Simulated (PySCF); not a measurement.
Telling isomers of C₃H₃F₂N apart by NMR

[PySCF 2.14: B3LYP/pcJ-1 coupling constants; shieldings: GIAO PBE0/pcSseg-1; geometry from GFN2-xTB; gas phase; fast rotation and ring inversion assumed for equivalent nuclei; relativity neglected; one conformer]

References, each an isolated molecule treated in the same way: 1H and 13C against TMS. Multiplet labels drop J under 1 Hz and among equivalent protons, and merge close values. Unscaled 3J(H,H) run several per cent high. One-bond C–F couplings are unscaled and too large by tens of Hz. Shifts are as computed. Against solution values, carbons near 30 ppm lie about +3 ppm off and those near 130 ppm about +5 ppm. Of 1211 compounds with measured shifts, 218 miss one by over three times the rms of a fit or turn the order of signals round; such compounds aren't used in these exercises. OH and NH positions are gas-phase values without hydrogen bonding to other molecules.

(1) Tabulate the signals of `[H]/N=C\C=C(F)F`, `CC(F)(F)C#N` and their relative energies.

(2) What is the quickest way to tell [H]/N=C\C=C(F)F from CC(F)(F)C#N?

## Answers

(1) 
| SMILES | carbon types | δC | δH | E rel. (kcal/mol) |
| --- | --- | --- | --- | --- |
| [H]/N=C\C=C(F)F | 1×C 2×CH | 174.5, 162.4, 90.4 | 10.88 (br s, 1H), 8.25 (dd, 1H), 4.73 (dd, 1H) | 13.9 |
| CC(F)(F)C#N | 2×C 1×CH3 | 117.9, 115.5, 29.8 | 2.02 (t, 3H) | 0.0 |

Energies are electronic energies at PBE0/pcSseg-1 on these geometries, without zero-point or thermal terms, each for the one conformer computed, which needn't be the lowest.

(2) Both give the same number of carbon signals, but DEPT or the intensities differ. The first has a C=N carbon (CH) at 162.4 ppm, the second a methyl carbon (CH3) at 29.8 ppm. Their most deshielded carbons lie at 174.5 and 117.9 ppm. In the proton spectra the most deshielded non-exchanging signals are 8.25 (dd, J = 9.2, 1.7 Hz, 1H) and 2.02 (t, J = 16.2 Hz, 3H).
